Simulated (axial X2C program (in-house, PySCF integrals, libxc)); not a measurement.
## Bond lengths and stretching modes, held linear, of BNC⁺

Calculated with an axial X2C code built on PySCF integrals: two-component X2C with atomic mean-field Coulomb and Gaunt terms, Gaussian nuclei, basis B dyall-v3z, N dyall-av3z, C dyall-v3z with contracted cores. Spin-free rows use the one-electron spin-free X2C Hamiltonian.

Masses B 11.009, N 14.003, C 12.000 u. States: 2c Ω = 1/2 (beyond evenly filled blocks: ω = 1/2); spin-free M_S = 1/2, Λ = 0 (beyond evenly filled blocks: σα).

MP2, 2c: energies above the lowest point

```tsv
r(B–N) (Å)	r(N–C) (Å)	E (meV)
1.2831	1.1846	102.27
1.2831	1.2150	46.46
1.2831	1.2454	69.48
1.3160	1.1846	53.36
1.3160	1.2150	0.00
1.3160	1.2454	25.16
1.3160	1.2758	114.70
1.3489	1.1846	68.67
1.3489	1.2150	17.51
1.3489	1.2454	44.57
1.3818	1.2150	87.99
1.3818	1.2758	209.22
```

Task: Fit a quadratic surface with cubic terms in each bond: where is the minimum, and what are the two stretching wavenumbers?

Result: At MP2, 2c: bonds 1.323 and 1.220 Å; harmonic stretches 1271.8 and 2071.9 cm⁻¹; force constants 9.12, 13.2 and coupling 0.30 mdyn/Å.

The other levels and Hamiltonians give:

```tsv
Hamiltonian	level	r(B–N) (Å)	r(N–C) (Å)	lower stretch (cm⁻¹)	upper stretch (cm⁻¹)
2c	PBE0	1.315	1.214	1295.3	2073.4
2c	HF	1.303	1.195	1375.7	2176.7
2c	B3LYP	1.315	1.214	1285.0	2056.2
spin-free	PBE0	1.315	1.214	1295.2	2073.1
spin-free	HF	1.303	1.195	1375.6	2176.4
spin-free	B3LYP	1.315	1.214	1284.9	2055.8
spin-free	MP2	1.323	1.219	1271.8	2071.6
```

Each state is one determinant, the lowest of a limited PBE0 search; the stretches come from a fit to these few points and carry an uncertainty of a few per cent. Other orders of the atoms were not compared. MP2 freezes inner shells (threshold -2 hartree). The molecule was held linear; bending was not examined, so a bent shape may lie lower.
